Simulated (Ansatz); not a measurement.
Input file:

```yaml
crystal:
  periodic: [false, false, false]
  atoms:
    - {symbol: N, position_ang: [0.002258, -0.000292, -0.480165]}
    - {symbol: F, position_ang: [1.221216, 0.013611, 0.123740]}
    - {symbol: F, position_ang: [-0.623162, 1.051399, 0.114433]}
    - {symbol: F, position_ang: [-0.599719, -1.064794, 0.115832]}
basis:
  gaussian: {orbitals: cc-pVDZ}
magnetization: {spin_polarized: true, initial_magnetization: 2}
hamiltonian: {xc: hf}
output: {orbitals: {seedname: orbitals}}
```

```sh
$ ansatz run in.yaml --threads 1 --pin off --events-out ev --progress --plain --max-ram 4096MiB --backend cpu
```

Log:

```
529 factors; integrals over basis functions are off by at most 1.3e-3 eV
mean field evaluation 1: about -9582.1408 eV, gradient 3.1e1 eV
mean field evaluation 2: about -9582.4214 eV, gradient 3.1e1 eV
mean field evaluation 4: about -9586.2600 eV, gradient 3.8e0 eV
mean field evaluation 8: about -9586.4373 eV, gradient 8.6e-1 eV
mean field evaluation 16: about -9586.4595 eV, gradient 1.1e-4 eV
mean field evaluation 32: about -9586.5784 eV, gradient 2.3e-5 eV
mean field evaluation 64: about -9586.4562 eV, gradient 2.0e-1 eV
mean field evaluation 96: about -9586.4595 eV, gradient 5.1e-2 eV
mean field evaluation 128: about -9584.0105 eV, gradient 1.6e1 eV
mean field evaluation 160: about -9583.2174 eV, gradient 3.0e0 eV
mean field evaluation 192: about -9586.4568 eV, gradient 3.3e-1 eV
mean field evaluation 224: about -9582.3865 eV, gradient 3.1e1 eV
mean field evaluation 256: about -9586.3935 eV, gradient 7.9e-1 eV
mean field evaluation 288: about -9586.2812 eV, gradient 8.5e-1 eV
mean field evaluation 320: about -9582.7284 eV, gradient 2.1e1 eV
mean field evaluation 352: about -9582.0505 eV, gradient 1.5e1 eV
mean field evaluation 384: about -9584.4811 eV, gradient 2.1e1 eV
mean field -9586.57845318 eV, -352.3002601380 hartree, gradient 1.1e-5 eV, S^2 2.033208; 4 other end points of the search recorded, 0 dependent functions left out
reference -9586.57845318 eV, -352.3002601380 hartree; 18, 16 occupied and 38, 40 virtual orbitals, 529 factors
Total energy: -9586.57845318 eV, -352.3002601380 hartree
```

Ran on 1 thread of AMD EPYC 7R13, shared host: 3.5 s wall, 0.28 GiB peak host memory.
